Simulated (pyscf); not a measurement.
`[CH3][GeH3]` + `[ClH]` → `[CH4]` + `[Cl][GeH3]` (four-centre exchange; singlet surface; C–Ge, Cl–H broken, C–H, Cl–Ge formed). Single points on ωB97X-D3(BJ)/def2-SVP structures (PySCF, gas phase). Correlated levels are frozen-core, on RHF or UHF. ΔMP2 is the change of the MP2 total energy from the triple- to the quadruple-zeta basis. Rate constants from transition-state theory, CCSD(T)/def2-TZVPP + ΔMP2(QZVPP) energies (ideal gas, 1 atm, RRHO with modes under 100 cm⁻¹ raised to 100, one conformer, R ln 2 for chiral ones without a mode under 150 cm⁻¹; no tunnelling), k in cm³ molecule⁻¹ s⁻¹.

```tsv
T (K)	1000/T	log10 k
298	3.354	-44.71
600	1.667	-28.45
900	1.111	-22.93
1200	0.833	?
```

Q: Fit an Arrhenius line to the three values, give the activation energy, and predict k at 1200 K.

A: Least squares gives log10 k = -12.22 − 9.69 × 1000/T, so Ea = 9.69 × ln 10 × 1.987 = 44.3 kcal/mol, against an electronic barrier of 43.0. At 1200 K the line gives -20.30; the computed value is -20.07 (ΔG‡ = 80.6 kcal/mol), a factor 1.7 over the line, since the plot is curved. One saddle was located; it need not be the lowest between these sides. The CCSD(T) − MP2 part came from Ansatz, without density fitting, on the same reference. The frozen core leaves the outer d or s,p core shells of the metals and heavy elements correlated in the MP2 and CC values, and def2-TZVPP describes them poorly, which can shift differences by a few kcal/mol. Elements up to Kr have no core potential and no relativistic terms here.
